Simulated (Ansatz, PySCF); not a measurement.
Species: C3H5, charge 0, doublet. C3H5 (SMILES [CH]=CC, doublet).
B3LYP-D3(BJ)/def2-TZVP minimum from Ansatz (a first-principles code):
```xyz
8

C      1.3359     0.1766     0.0081
C      0.0582     0.4385    -0.0081
H      2.2670     0.7199     0.0055
H     -0.2541     1.4885    -0.0315
C     -1.0550    -0.5714     0.0021
H     -0.6648    -1.5877     0.0255
H     -1.6988    -0.4243     0.8731
H     -1.6836    -0.4589    -0.8851
```
Charge 0, spin multiplicity 2.

Atomisation energy term by term, kcal/mol (programs: Ansatz). UHF or UKS for unpaired electrons; spin-orbit terms are left out. Cores are frozen in correlated methods. Rows without X2C or -DK are non-relativistic. CBS(X,Y): correlation extrapolated as X^-3, Hartree-Fock from the larger set. A bracket is a step between two methods taken in the basis named. 'core' is core correlation in cc-pwCVTZ, 'X2C' scalar relativity in cc-pVTZ-DK, both at CCSD(T). Where a partner has so few electrons that a lower coupled-cluster level is exact, that level stands in. The UHF reference of C3H5 ([CH]=CC, doublet) is spin-contaminated (<S^2> up to 0.18 over the pure value in the sets run).

```
term                                                          basis  kcal/mol
-----------------------  ------------------------------------------  --------
Hartree-Fock                                                cc-pVQZ    564.41
CCSD correlation                               CBS(cc-pVTZ,cc-pVQZ)    165.05
(T)                                            CBS(cc-pVTZ,cc-pVQZ)     10.48
CCSDT(Q) - CCSD(T)                                          cc-pVDZ      0.83
core correlation                                          cc-pwCVTZ      3.25
scalar relativity                                   X2C, cc-pVTZ-DK     -0.50
minus zero-point energy  Hessian by PySCF at B3LYP-D3(BJ)/def2-TZVP    -41.09
sum: D0                                                                 702.4
```
